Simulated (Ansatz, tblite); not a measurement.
# The cluster OsO₂: a ladder of methods and basis sets

An exercise on one series of results from a longer session: the logs are not shown, and one member is left open.

Computed with Ansatz 0.2.0, Gaussian basis. Level: as each input shows.

Levels to be run: GFN1-xTB, GFN2-xTB, PBE-D4/def2-TZVP, r2SCAN-D4/def2-TZVP, B3LYP-D4/def2-TZVP, HSE06-D4/def2-TZVP, r2SCAN0-D4/def2-TZVP, BHLYP-D4/def2-TZVP, B97M-V/def2-TZVP, PBE-D4/def2-SVP, PBE0-D4/def2-SVP, PBE0-D4/def2-TZVPD, PBE-D4/def2-TZVPD, r2SCAN-D4/def2-TZVPD, CCSD(T)/def2-TZVPP, MP2/def2-TZVP, RPA/def2-TZVP, CCSD(T)/def2-TZVPD.

### The structure

The singlet was relaxed beforehand with r2SCAN-D4/def2-TZVP. At that level it is the lowest of the isomers that a small search found.

3 atoms, charge 0, spin multiplicity 1.

Bond lengths: Os1–O2 1.680 Å, Os1–O3 1.680 Å. Angles: O2–Os1–O3 121.5°.

Coordinates:

```mol
O2Os
  3D, bonds by distance, orders not assigned

  3  2  0  0  0  0  0  0  0  0999 V2000
   -0.0217    0.3090    0.4511 Os  0  0
   -1.1721   -0.8941    0.2241 O   0  0
    1.1938    0.5850   -0.6752 O   0  0
  1  2  8  0
  1  3  8  0
M  END
```

Os takes a core potential in the def2 sets. No spin-orbit coupling is included.

PBE0-D4/def2-TZVP was run before; its log isn't repeated, and its numbers join the tables.

Set-up of the first run:

Tight binding, by tblite at 300 K electronic temperature and without a spin-polarisation term:

```python
tblite.interface.Calculator('GFN1-xTB', numbers, positions, charge=0, uhf=0).singlepoint()
```

Tight binding, by tblite at 300 K electronic temperature and without a spin-polarisation term:

```python
tblite.interface.Calculator('GFN2-xTB', numbers, positions, charge=0, uhf=0).singlepoint()
```

start.molden holds the orbitals of an earlier run on this state, given as this run's starting guess.

in.yaml reads:

```yaml
crystal:
  periodic: [false, false, false]
  atoms:
    - {symbol: Os, position_ang: [-0.021744, 0.309044, 0.451096]}
    - {symbol: O, position_ang: [-1.172078, -0.894051, 0.224079]}
    - {symbol: O, position_ang: [1.193822, 0.585007, -0.675176]}
basis:
  gaussian: {orbitals: def2-TZVP, initial_orbitals: start.molden}
hamiltonian: {xc: pbe, dispersion: d4}
scf: {omitted_lower_state_checks: [starts]}
output: {orbitals: {seedname: orbitals}}
```

The run is started by

```
> ansatz run in.yaml --threads 4 --pin off --events-out ev --progress --plain --max-ram 3916MiB
```

Among the steps run: PBE-D4/def2-TZVP; r2SCAN-D4/def2-TZVP; B3LYP-D4/def2-TZVP; HSE06-D4/def2-TZVP; r2SCAN0-D4/def2-TZVP; BHLYP-D4/def2-TZVP; B97M-V/def2-TZVP; PBE-D4/def2-SVP; PBE0-D4/def2-SVP; PBE0-D4/def2-TZVPD; PBE-D4/def2-TZVPD; r2SCAN-D4/def2-TZVPD; CCSD(T)/def2-TZVPP; MP2/def2-TZVP; RPA/def2-TZVP; CCSD(T)/def2-TZVPD.

One of the session's tables, all rows but one given; the rest of the session is left out.

It belongs to the step «Levels side by side». 

| level | HOMO (eV) | LUMO (eV) | gap (eV) |
| --- | --- | --- | --- |
| PBE-D4/def2-SVP | -5.84 | -5.72 | 0.12 |
| PBE-D4/def2-TZVP | -5.90 | -5.79 | 0.11 |
| PBE-D4/def2-TZVPD | ? | ? | ? |
| r2SCAN-D4/def2-TZVP | -6.23 | -5.69 | 0.54 |
| r2SCAN-D4/def2-TZVPD | -6.23 | -5.69 | 0.55 |
| B97M-V/def2-TZVP | -6.34 | -5.69 | 0.66 |
| B3LYP-D4/def2-TZVP | -7.23 | -5.24 | 1.99 |
| PBE0-D4/def2-SVP | -7.38 | -4.87 | 2.51 |
| PBE0-D4/def2-TZVP | -7.36 | -4.89 | 2.47 |
| PBE0-D4/def2-TZVPD | -7.36 | -4.90 | 2.46 |
| r2SCAN0-D4/def2-TZVP | -7.64 | -4.85 | 2.79 |
| HSE06-D4/def2-TZVP | -6.96 | -5.28 | 1.68 |
| BHLYP-D4/def2-TZVP | -8.68 | -4.04 | 4.64 |

Estimate the missing values for PBE-D4/def2-TZVPD.

As computed: HOMO (eV): -5.92; LUMO (eV): -5.80; gap (eV): 0.11. In the column «HOMO (eV)» it lies between r2SCAN-D4/def2-TZVPD (-6.23) and PBE-D4/def2-TZVP (-5.90).
